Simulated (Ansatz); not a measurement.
# HF with C₂H₄: structure and interaction energy

Aim: relax the pair, then compute its interaction energy with counterpoise at many levels, up to CCSD(T).

Computed with Ansatz 0.2.0, Gaussian basis. Level: PBE0-D4 structure, single points in def2-TZVPPD.

Levels: PBE-D4, revPBE-D4, BLYP-D4, r2SCAN-D4, B97M-V, PBE0-D4, B3LYP-D4, HSE06-D4, wB97X-V, wB97M-V, B2PLYP, Hartree-Fock, MP2, CCSD, CCSD(T). The reference is CCSD(T) extrapolated to the basis limit.

Correlated methods freeze the cores. B3LYP uses VWN-RPA correlation. B2PLYP carries no dispersion term here.

176 further runs of the same task are left out: 176 set aside as unsound or not needed.

## Step 1: Starting geometry

The pair, from a GFN2-xTB docking trial: 8 atoms, charge 0, spin multiplicity 1.

Atoms are counted from 1 here; the program's logs count them from 0.

Bond lengths: F1–H2 0.937 Å, C3–C4 1.317 Å, C3–H5 1.081 Å, C3–H6 1.081 Å, C4–H7 1.077 Å, C4–H8 1.077 Å. Angles: C4–C3–H5 120.5°, C4–C3–H6 121.3°, H5–C3–H6 118.2°, C3–C4–H7 122.2°, C3–C4–H8 121.6°, H7–C4–H8 116.1°.

Coordinates:

```xyz
8

F    -0.20720   -0.17080   -3.06940
H     0.06860   -0.06380   -2.18020
C    -0.02330    0.07450    0.21390
C     0.07820    0.00520    1.52540
H    -0.42870   -0.75410   -0.34930
H     0.27140    0.96340   -0.32540
H     0.46450    0.81930    2.11520
H    -0.22350   -0.87370    2.06970
```

Atoms 1 to 2 are fragment A (HF), the rest fragment B (C₂H₄).

## Step 2: A first relaxation in a small basis

The input, pre/in.yaml:

```yaml
crystal:
  periodic: [false, false, false]
  atoms:
    - {symbol: F, position_ang: [-0.207200, -0.170800, -3.069400]}
    - {symbol: H, position_ang: [0.068600, -0.063800, -2.180200]}
    - {symbol: C, position_ang: [-0.023300, 0.074500, 0.213900]}
    - {symbol: C, position_ang: [0.078200, 0.005200, 1.525400]}
    - {symbol: H, position_ang: [-0.428700, -0.754100, -0.349300]}
    - {symbol: H, position_ang: [0.271400, 0.963400, -0.325400]}
    - {symbol: H, position_ang: [0.464500, 0.819300, 2.115200]}
    - {symbol: H, position_ang: [-0.223500, -0.873700, 2.069700]}
basis:
  gaussian: {orbitals: def2-SVP}
hamiltonian: {xc: pbe, dispersion: d4}
relax: {f_tol: 0.03, max_steps: 250}
```

The run is started by

```sh
> ansatz run in.yaml --threads 2 --pin off --events-out ev --progress --plain --max-ram 5222MiB
```

Further steps of the session: Relaxation at PBE0-D4; PBE-D4/def2-TZVPPD; r2SCAN-D4/def2-TZVPPD; PBE0-D4/def2-TZVPPD; B3LYP-D4/def2-TZVPPD; wB97X-V/def2-TZVPPD; wB97M-V/def2-TZVPPD; B2PLYP/def2-TZVPPD; BLYP-D4/def2-TZVPPD; revPBE-D4/def2-TZVPPD; B97M-V/def2-TZVPPD; HSE06-D4/def2-TZVPPD; CCSD(T)/def2-TZVPPD; MP2/def2-QZVPPD; Vibrations of the pair.

Q: Predict the outcome of this session. Wanted: interaction energy, CCSD(T)/CBS; of it Hartree-Fock; D4 term of PBE0-D4; shortest contact; lowest wavenumber.

As calculated:

| quantity | value |
| --- | --- |
| interaction energy, CCSD(T)/CBS | -4.51 kcal/mol |
| of it Hartree-Fock (basis limit) | -2.62 kcal/mol |
| D4 term of PBE0-D4 | -0.50 kcal/mol |
| shortest contact | H2–C3 2.20 Å |
| lowest wavenumber | 100 cm⁻¹ |

The pair is bound by 4.51 kcal/mol at fixed fragment shapes. Hartree-Fock gives 58 % of it, so electrostatics and correlation both count. Among the functionals B2PLYP lands nearest to CCSD(T)/CBS (+0.23 kcal/mol) and PBE-D4 farthest (-1.11 kcal/mol). By rung, the mean size of the error is: GGA 0.57, meta-GGA 0.67, hybrid 0.75, screened hybrid 1.01, range-separated hybrid 0.51, double hybrid 0.23 kcal/mol. PBE-D4 gives an interaction energy 1.11 kcal/mol too low, an error of 25 % of the reference. CCSD(T) moves by -0.38 kcal/mol from triple zeta to the limit; gaps between functionals far smaller than that don't rank them. A lower arrangement may exist.
